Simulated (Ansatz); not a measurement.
System: rock-salt KCl. Method: G0W0@PBE (plane waves, hard PAW, contour deformation; Ansatz, a quantum-chemistry and plane-wave program).

The same calculation (at the measured cell, 31.151 Å³/atom) with different numerical settings; throughout: k mesh 2×2×2:

```json
[
 {"run": "1", "response cutoff (eV)": "100", "empty bands": "260", "quasiparticle gap on the mesh (eV)": "7.744", "quasiparticle gap at Γ (eV)": "7.744", "rough time": "10 core-s"},
 {"run": "2", "response cutoff (eV)": "150", "empty bands": "477", "quasiparticle gap on the mesh (eV)": "7.864", "quasiparticle gap at Γ (eV)": "7.864", "rough time": "40 core-s"},
 {"run": "3", "response cutoff (eV)": "200", "empty bands": "735", "quasiparticle gap on the mesh (eV)": "7.917", "quasiparticle gap at Γ (eV)": "7.917", "rough time": "80 core-s"},
 {"run": "4", "response cutoff (eV)": "250", "empty bands": "1027", "quasiparticle gap on the mesh (eV)": "7.948", "quasiparticle gap at Γ (eV)": "7.948", "rough time": "3 core-min"},
 {"run": "5", "response cutoff (eV)": "300", "empty bands": "1350", "quasiparticle gap on the mesh (eV)": "___", "quasiparticle gap at Γ (eV)": "___", "rough time": "4 core-min"}
]
```

Problem. Complete the blanks.

Solution. 
- 5, quasiparticle gap on the mesh (eV): 7.966
- 5, quasiparticle gap at Γ (eV): 7.966

In the column quasiparticle gap on the mesh (eV) the first row differs from the last by -0.222 and the next to last by -0.018.

The last row is no converged limit: other settings stay fixed.
